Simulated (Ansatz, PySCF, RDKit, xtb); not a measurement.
# Which structure has the formula CH3OS?

Task: start from the formula CH3OS (odd number of electrons), draw up candidate structures, narrow them down in stages, and characterise the one that lies lowest at 298.15 K.

The funnel: GFN2-xTB relaxations, single points with a density functional, relaxations at B3LYP-D3(BJ)/def2-SVP, harmonic vibrations, and a last energy at a higher level. All values are calculated.

3 further runs of the same task are left out: 3 set aside as unsound or not needed.

### 1 Candidates

A program enumerates the bonding patterns with one Lewis structure each (two rings at most, one unusual centre or charged pair), with their diastereomers. O–O, O–halogen and N–halogen bonds and N–N–N chains are not drawn. That gives 11 candidates.

```csv
label,SMILES,spin
c015,CS[O],doublet
c081,[O]CS,doublet
c141,C1O[SH]1,doublet
c156,[CH2]SO,doublet
c396,[CH2]OS,doublet
c521,O[CH]S,doublet
c533,[CH2][SH]=O,doublet
c594,[CH]=[SH]O,doublet
c611,O=C[SH2],doublet
c659,CO[S],doublet
c871,OC[S],doublet
```

Candidates are built by distance geometry, with a force field where one applies, in up to four conformers (letters a to d). 16 starts with atoms placed at random are added, to find patterns that the rules miss.

Q: Predict the outcome of this search (final energies at CCSD(T)/def2-TZVP).

| quantity | value |
| --- | --- |
| lowest structure found | CS[O], doublet, Cs |
| next finalist | OC[S], doublet, 7.5 kcal/mol higher in G |
| share at equilibrium, among the finalists | 100.0 % |
| harmonic wavenumbers, lowest and highest (B3LYP-D3(BJ)/def2-SVP) | 130 and 3152 cm⁻¹ |
| rotational constants, same geometry | 0.8745, 0.2763, 0.2188 cm⁻¹ |
| dipole moment (PBE0/def2-TZVPD) | 3.08 D |
| HOMO energy (highest over α and β) (PBE0/def2-TZVPD) | -6.96 eV |
| LUMO energy (lowest over α and β) (PBE0/def2-TZVPD) | -3.00 eV |
| vertical ionisation energy (to the singlet cation) | 9.51 eV |
| vertical electron affinity | 0.86 eV |
| vertical quartet less doublet | +5.38 eV |

The search ends on `CS[O]`. The margin of 7.5 kcal/mol over the next finalist is beyond the usual error of the last level; it says nothing of structures that weren't ranked. GFN2-xTB and MP2/def2-TZVP already put its bonding pattern lowest among the structures in one piece; HF/STO-3G, r2SCAN-D4/def2-SVP, B3LYP-D3(BJ)/def2-SVP and HF/def2-TZVP favour the doublet OC[S]. One minimum inside the window was never screened. The stability test raises a flag; for an open shell a flag towards a general spinor solution can be the free rotation of the spin. The search is not exhaustive (a finite list of starts, one conformer a finalist), so a lower isomer can't be ruled out. Patterns outside the rules of the enumeration were met only by chance.
